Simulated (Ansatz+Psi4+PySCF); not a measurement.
## singlet CH₂: levels of theory in one basis

```xyz
3

C     0.0000    0.0000    0.1743
H     0.0000    0.8622   -0.5230
H     0.0000   -0.8622   -0.5230
```

Basis set: cc-pVTZ (spherical functions). Frozen core: 1 orbital. Charge 0, multiplicity 1.

Computed with Ansatz (development build ahead of 0.2.0) and Psi4 1.11; each method stands on the lowest determinant of its kind that the runs found.

| method | E − E(RHF) (eV) | <S²> of the determinant |
| --- | --- | --- |
| RHF | 0.00 | 0.00 |
| RHF-MP2 | -3.77 | – |
| RHF-CCSD | -4.47 | – |

(1) What does RHF-CCSD(T) give on the same scale?

## Answers

(1) -4.60 eV.

Caution: another spin multiplicity may lie lower; unrestricted orbitals would lower the determinant.
